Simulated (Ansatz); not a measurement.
CH$_{4}$FNO$_{2}$, SMILES `NC(O)(O)F` at its PBE0-D4/def2-TZVP geometry, where that method's forces vanish. Total charge 0; spin multiplicity 1.

| atom | x (Å) | y (Å) | z (Å) |
| --- | --- | --- | --- |
| N1 | -0.0663 | 1.0558 | -0.5800 |
| C2 | -0.0962 | -0.2342 | 0.0039 |
| O3 | -0.5289 | -0.2252 | 1.3023 |
| O4 | 1.1332 | -0.8426 | -0.0386 |
| F5 | -0.9863 | -0.9781 | -0.7512 |
| H6 | 0.4746 | 1.6789 | 0.0058 |
| H7 | -1.0065 | 1.4184 | -0.6706 |
| H8 | -0.3777 | -1.1026 | 1.6725 |
| H9 | 1.4541 | -0.7706 | -0.9441 |

Q: For each bond, give half the difference of the two atoms' forces along it (eV/Å; positive pushes the atoms apart) under PBE-D4, r2SCAN-D4, B3LYP-D4, ωB97M-V in def2-TZVPP. (An estimate is asked.)

A: Computed: 
```
 bond  length (Å)  PBE-D4  r2SCAN-D4  B3LYP-D4  ωB97M-V
N1–C2       1.416    0.02       0.00      0.06     0.08
N1–H6       1.012    0.19       0.00     -0.05    -0.07
N1–H7       1.012    0.20      -0.01     -0.05    -0.06
C2–O3       1.369    0.32       0.16      0.17     0.12
C2–O4       1.372    0.33       0.18      0.18     0.12
C2–F5       1.384    0.60       0.30      0.30     0.08
O3–H8       0.964    0.35       0.00     -0.05    -0.09
O4–H9       0.963    0.35       0.00     -0.05    -0.09
```

B3LYP here is the variant with VWN-RPA as its local correlation; programs differ in this.
